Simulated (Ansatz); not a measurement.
Rutile MnO₂ was calculated with r²SCAN in Ansatz (plane waves, PAW).

Numerical settings: plane-wave cutoff 560 eV, 8×8×12 k mesh (along the axes of the cell as run), Fermi–Dirac smearing 0.01 eV, spin-polarised with opposed moments, scalar-relativistic PAW data made under PBE.

Response to compression and expansion:

Shape and atoms are relaxed at each volume.

| V (Å³/atom) | P (GPa) | direct gap at Γ (eV) | smallest gap on the k mesh (eV) | c (Å) |
|---|---|---|---|---|
| 8.795 | 11.52 | 0.813 | 0.343 | 2.831 |
| 8.978 | 5.43 | 0.755 | 0.365 | 2.846 |
| 9.161 | 0.00 | 0.696 | 0.382 | 2.861 |
| 9.345 | -4.83 | 0.634 | 0.392 | 2.875 |
| 9.528 | -9.12 | 0.571 | 0.382 | 2.889 |

The fundamental gap (0.38 eV at the equilibrium volume, with added k points) lies elsewhere than Γ–Γ.

Note: the collinear magnetic order is the start's and need not be the measured one; without U or exact exchange, gaps and moments of open d shells tend to come out too small; the bulk modulus comes from volumes at which shape and atoms were relaxed.

Ansatz is a program for electronic structure.
